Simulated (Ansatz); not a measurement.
Abridged output of a molecular run in Ansatz:

```
Functional definition: HF
1534 factors; integrals over basis functions are off by at most 9.7e-4 eV
mean field evaluation 1: about -7725.8934 eV, gradient 4.5e1 eV
mean field evaluation 2: about -7726.1913 eV, gradient 4.5e1 eV
mean field evaluation 4: about -7730.3081 eV, gradient 4.1e0 eV
mean field evaluation 8: about -7730.3633 eV, gradient 2.9e-1 eV
mean field -7730.36357776 eV, -284.0856216539 hartree, gradient 1.8e-6 eV, S^2 0.000000; 0 other end points of the search recorded, 0 dependent functions left out
5 core orbitals not correlated: weight in the atoms' cores, before any rotation towards them, 1.000 or more for the frozen orbitals, at most 0.000 for the correlated occupied ones
reference -7730.36357776 eV, -284.0856216539 hartree; 16, 16 occupied and 232, 232 virtual orbitals, 1534 factors
second order -28.20260351 eV of doubles, -0.00000000 eV of singles
cycle   1  -28.30058832 eV  change   -9.8e-2 eV  update   1.0e-1
cycle   2  -28.92185368 eV  change   -6.2e-1 eV  update   2.8e-2
cycle   3  -29.05601537 eV  change   -1.3e-1 eV  update   1.4e-2
cycle   4  -29.04433112 eV  change    1.2e-2 eV  update   3.2e-3
cycle   5  -29.04376616 eV  change    5.6e-4 eV  update   1.6e-3
cycle   6  -29.04478097 eV  change   -1.0e-3 eV  update   5.2e-4
cycle   7  -29.04451520 eV  change    2.7e-4 eV  update   1.9e-4
cycle   8  -29.04439174 eV  change    1.2e-4 eV  update   5.7e-5
cycle   9  -29.04439307 eV  change   -1.3e-6 eV  update   2.1e-5
perturbative correction -1.08977388 eV, -0.0400484514 hartree
Total energy: -7760.49774470 eV, -285.1930318635 hartree
```

Its atoms:

Z-matrix (Å, degrees):
```
C
O 1 1.403
N 1 1.441 2 111.7
H 1 1.095 2 104.4 3 123.7
H 1 1.099 2 110.7 3 -120.5
C 2 1.409 1 113.5 3 70.5
H 3 1.010 1 112.1 2 84.0
H 3 1.009 1 112.3 2 -152.9
O 6 1.383 2 109.3 1 -162.7
H 6 1.097 2 110.0 1 80.8
H 6 1.098 2 108.9 1 -39.8
H 9 0.962 6 107.8 2 63.2
```

Problem. Which basis set was used?
A. cc-pV(D+d)Z
B. def2-QZVPP
C. def2-TZVPPD
D. def2-TZVPP

Solution. D. It gives 253 functions.

Problem. Write the keys of the input that set method, charge and spin (a neutral closed shell needs none for the last two).

Solution. 
```yaml
correlation: {method: ccsd_t}
```
